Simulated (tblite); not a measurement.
Species: C3H5Cl2 (doublet state).
Bonds: C1–C2, C2–Cl3, C2–C4, C4–Cl5. Hydrogens: H6, H7, H8 on C1; H9, H10 on C4.

Computed with GFN2-xTB (tblite), gas phase: L-BFGS steps from a force-field or distance-geometry start until the largest atomic force falls under 0.01 eV/Å.

Step 17: E = -490.0575 eV
```
atom  x, y, z in Å  |  force x, y, z in eV/Å
C1     -1.2441    0.0776   -0.4683    0.039  -0.015   0.016
C2      0.1199    0.5235   -0.0915   -0.018   0.048  -0.012
Cl3     0.4034    2.2046   -0.0039    0.000   0.069   0.071
C4      1.2149   -0.3497    0.3290   -0.050   0.081  -0.103
Cl5     0.6858   -1.5499    1.6034   -0.069  -0.050   0.165
H6     -1.2670   -0.3432   -1.4790    0.038  -0.010   0.031
H7     -1.5955   -0.6981    0.2161    0.055   0.003  -0.033
H8     -1.9378    0.9169   -0.4368    0.050  -0.073  -0.014
H9      1.5971   -0.9965   -0.4637   -0.052  -0.023  -0.064
H10     2.0323    0.2193    0.7723    0.007  -0.031  -0.057
```

Step 18: E = -490.0603 eV
```
atom  x, y, z in Å  |  force x, y, z in eV/Å
C1     -1.2439    0.0779   -0.4690    0.153   0.003   0.039
C2      0.1181    0.5294   -0.0866   -0.003   0.017  -0.007
Cl3     0.4000    2.2081   -0.0019    0.015   0.113   0.080
C4      1.2129   -0.3482    0.3297   -0.106   0.113  -0.100
Cl5     0.6852   -1.5501    1.6054   -0.072  -0.038   0.175
H6     -1.2558   -0.3413   -1.4795    0.016  -0.053   0.019
H7     -1.5788   -0.6983    0.2214   -0.025  -0.017  -0.062
H8     -1.9426    0.9120   -0.4447    0.037  -0.063   0.020
H9      1.5762   -0.9987   -0.4669    0.002  -0.033  -0.081
H10     2.0378    0.2137    0.7696   -0.019  -0.042  -0.085
```

Step 19: E = -490.0635 eV
```
atom  x, y, z in Å  |  force x, y, z in eV/Å
C1     -1.2429    0.0776   -0.4712    0.204   0.026   0.010
C2      0.1195    0.5316   -0.0915    0.023   0.081   0.008
Cl3     0.3945    2.2139    0.0096    0.004   0.038   0.081
C4      1.2117   -0.3460    0.3265   -0.102   0.066  -0.088
Cl5     0.6831   -1.5491    1.6144   -0.053   0.022   0.123
H6     -1.2544   -0.3409   -1.4826    0.014  -0.066   0.051
H7     -1.5659   -0.6976    0.2247   -0.072  -0.034  -0.078
H8     -1.9441    0.9097   -0.4493    0.037  -0.067   0.042
H9      1.5655   -1.0060   -0.4682    0.000  -0.002  -0.036
H10     2.0418    0.2113    0.7650   -0.056  -0.062  -0.113
```

Step 20: E = -490.0686 eV
```
atom  x, y, z in Å  |  force x, y, z in eV/Å
C1     -1.2370    0.0776   -0.4738    0.180   0.040  -0.028
C2      0.1216    0.5389   -0.0957    0.063   0.127   0.022
Cl3     0.3869    2.2236    0.0271   -0.006  -0.025   0.087
C4      1.2070   -0.3410    0.3194   -0.048  -0.035  -0.036
Cl5     0.6786   -1.5472    1.6303   -0.023   0.119   0.026
H6     -1.2485   -0.3418   -1.4848    0.027  -0.087   0.063
H7     -1.5462   -0.6973    0.2277   -0.116  -0.054  -0.087
H8     -1.9455    0.9027   -0.4561    0.026  -0.047   0.069
H9      1.5453   -1.0157   -0.4717   -0.018   0.032   0.026
H10     2.0468    0.2047    0.7552   -0.086  -0.070  -0.140
```

**Question.** Estimate the geometry and energy of step 21. (The exact step hangs on the optimiser's Hessian estimate; all steps are aligned on step 20, rigid shifts and turns removed.)

**Answer.** E = -490.0735 eV, largest force 0.194 eV/Å
```
atom  x, y, z in Å  |  force x, y, z in eV/Å
C1     -1.2285    0.0783   -0.4779    0.083   0.025  -0.045
C2      0.1262    0.5468   -0.1037    0.080   0.133   0.027
Cl3     0.3775    2.2324    0.0512   -0.008  -0.069   0.089
C4      1.2023   -0.3366    0.3099    0.010  -0.119   0.017
Cl5     0.6740   -1.5402    1.6478   -0.008   0.187  -0.050
H6     -1.2464   -0.3451   -1.4868    0.060  -0.089   0.058
H7     -1.5284   -0.6966    0.2279   -0.125  -0.059  -0.088
H8     -1.9447    0.8959   -0.4604    0.018  -0.016   0.077
H9      1.5279   -1.0281   -0.4732   -0.044   0.061   0.063
H10     2.0492    0.1979    0.7429   -0.066  -0.054  -0.147
```

The energy changes by -0.0049 eV. The first-order estimate −F·Δx gives -0.0065 eV and the mean of the old and new forces, exact on a quadratic surface, -0.0049 eV. The step makes an angle of 71° with the force vector and moves no atom by more than 0.027 Å.

The cost below is that of the whole relaxation. Hardware: Arm Neoverse V1, one thread, shared host with 64 logical CPUs at a one-minute load of 26. Cost: 0.4 s.
